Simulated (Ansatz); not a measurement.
For hexagonal BN, RPBE (Ansatz, a quantum-chemistry and plane-wave program, plane waves, PAW) gives:

* **lattice parameter a**: 2.524 Å
* **c axis length**: 9.837 Å
* **cohesive energy**: 6.60 eV/atom

Task: What does PBE0-D3(BJ) (PAW; Ansatz) give for the same quantities?

Result: 
- lattice constant a: 2.490 Å (shrinks by 1.3 %)
- lattice parameter c: 6.480 Å (decreases by 34 %)
- cohesive energy: 7.01 eV/atom (grows by 0.41 eV/atom)

For comparison: lattice constant a 2.504 Å (measured, 297 K, no zero-point or thermal correction; as tabulated in Ioffe Institute, New Semiconductor Materials archive); lattice parameter c 6.661 Å (measured, 297 K, not corrected to a static lattice; as tabulated in Ioffe Institute, New Semiconductor Materials archive).

Changes are worked out from the printed values.

Unless a cell is named, each level is at its own relaxed cell (RPBE 13.57, PBE0-D3(BJ) 8.70 Å³/atom).

Caveats: for a layered or molecular solid the relaxed cell lies over 5 % above the published volume, where the minimum can be shallow (RPBE); the cell comes from a level without a dispersion term, which matters for the spacing of layers, chains or molecules (RPBE). Ansatz's density-functional and Hartree–Fock values are scalar-relativistic unless marked +SOC, with PAW data made under PBE.
